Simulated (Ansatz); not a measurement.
Process, species as SMILES: FCF + 2 [H][H] (H2) → C (CH4) + 2 F (HF)
B3LYP-D3(BJ)/def2-TZVP geometries, fixed; electronic energies without zero-point terms.

The energy of full hydrogenation at CCSD(T) with Ansatz (a first-principles code), in kcal/mol, split into its Hartree-Fock and correlation parts. Cores are frozen. No added dispersion term, no relativity. Functions are those of the species that has most.

```tsv
basis	X	functions	Hartree-Fock	CCSD(T)
cc-pVDZ	2	52	-42.98	-41.63
cc-pVTZ	3	118	-42.94	-44.43
cc-pVQZ	4	225	-43.88	-45.99
```

Worked estimate of the basis-set limit from each neighbouring pair, with Hartree-Fock from the larger set and the correlation part extrapolated as X^-3.
Correlation parts: X = 2: 1.35, X = 3: -1.49, X = 4: -2.11.
- (2,3): (27·(-1.49) - 8·(1.35))/19 = -2.69; with Hartree-Fock -42.94 the estimate is -45.63 kcal/mol.
- (3,4): (64·(-2.11) - 27·(-1.49))/37 = -2.56; with Hartree-Fock -43.88 the estimate is -46.44 kcal/mol.
The last two estimates differ by 0.82 kcal/mol; the largest set lies 0.45 from the last. Over the last step Hartree-Fock moves by -0.94 and the correlation part by -0.62.
